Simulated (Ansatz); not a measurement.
Compare A (`CC1=CCCC1`) with its isomer B (`C=CC(=C)CC`).

Computed with Ansatz on PBE0-D4/def2-TZVP structures; ΔE is electronic, products minus reactants. CCSD(T)/CBS adds triple-zeta CCSD(T) − MP2 to the extrapolated MP2 energy (def2 sets, frozen cores). Functionals use def2-TZVPP. B3LYP here is the variant with VWN-RPA as its local correlation; programs differ in this. Each species was taken in one conformer, which may not be the lowest.

(1) Which isomer does CCSD(T)/CBS put lower? Give the gap. (Best estimate.)

(2) Give E(B) − E(A) in kJ/mol with PBE0-D4, B2PLYP, CCSD(T)/def2-SVP, CCSD/def2-TZVPP, CCSD(T)/def2-TZVPP, B3LYP, HF/def2-TZVPP. (Best estimate.)

(3) Does the order hold for the free energy at 298.15 K (harmonic terms from PBE0-D4)? (Estimate.)

Largest T1 diagnostic: 0.010.

Results:

(1) Ansatz gave: A, by 66.4 kJ/mol.

(2) Ansatz gave: PBE0-D4 83.3, B2PLYP 61.4, CCSD(T)/def2-SVP 73.5, CCSD/def2-TZVPP 70.6, CCSD(T)/def2-TZVPP 67.4, B3LYP 54.9, HF/def2-TZVPP 61.1. None reverses the order clearly.

(3) Computed: Yes: G(B) − G(A) = +57.1 kJ/mol, for one conformer each.

From PBE to PBE0 (25 % exact exchange), in def2-TZVPP and without D4, E(B) − E(A) moves by +13.0 kJ/mol. At CCSD(T), def2-SVP lies +7.0 kJ/mol from the extrapolated value and def2-TZVPP +1.0 kJ/mol.
